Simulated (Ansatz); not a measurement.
# BCl (triplet): the correlation ladder, def2-TZVPP

One table from this session's results is given with a row withheld; the runs are named, their logs left out.

Method: def2-TZVPP, core rule «outside noble gas», up to 6 orbitals frozen; program: Ansatz 0.2.0, Gaussian basis.

The runs, in order: UHF; ROHF; CCSD(T) on UHF.

2 further runs of the same task are left out: 2 set aside as unsound or not needed.

## What is computed

The geometry is a PBE0/def2-TZVP stationary point (not a proven minimum).

2 atoms, charge 0, spin multiplicity 3.

Atoms are counted from 1 here; the program's logs count them from 0.

Bond lengths: B1–Cl2 1.697 Å.

Set-up of the first run:

Contents of in.yaml:

```yaml
crystal:
  periodic: [false, false, false]
  atoms:
    - {symbol: B, position_ang: [0.000000, 0.000000, 0.000000]}
    - {symbol: Cl, position_ang: [0.000000, 0.000000, 1.696600]}
basis:
  gaussian: {orbitals: def2-TZVPP}
magnetization: {spin_polarized: true, initial_magnetization: 2}
hamiltonian: {xc: hf}
output: {orbitals: {seedname: orbitals}}
```

The run is started by

```
$ ansatz run in.yaml --threads 1 --pin off --events-out ev --progress --plain --max-ram 4096MiB --backend cpu
```

Among the steps run: UHF; ROHF; CCSD(T) on UHF.

One table of the session follows, with a row left open; its other results are not shown here.

| method | from UCCSD(T) (meV) |
| --- | --- |
| ROHF | +7266.4 |
| UHF | +7208.1 |
| UMP2 | ? |
| UCCSD | +310.0 |
| UCCSD(T) | 0 |

Q: Estimate the row for UMP2 from the others.

The run gave: from UCCSD(T) (meV): +926.6. In the column «from UCCSD(T) (meV)» it lies between UCCSD (+310.0) and UHF (+7208.1).

With the free atoms at the same levels and basis (separate runs), the atomisation energy is 2.649 eV at UCCSD(T), 2.540 eV at ROHF.
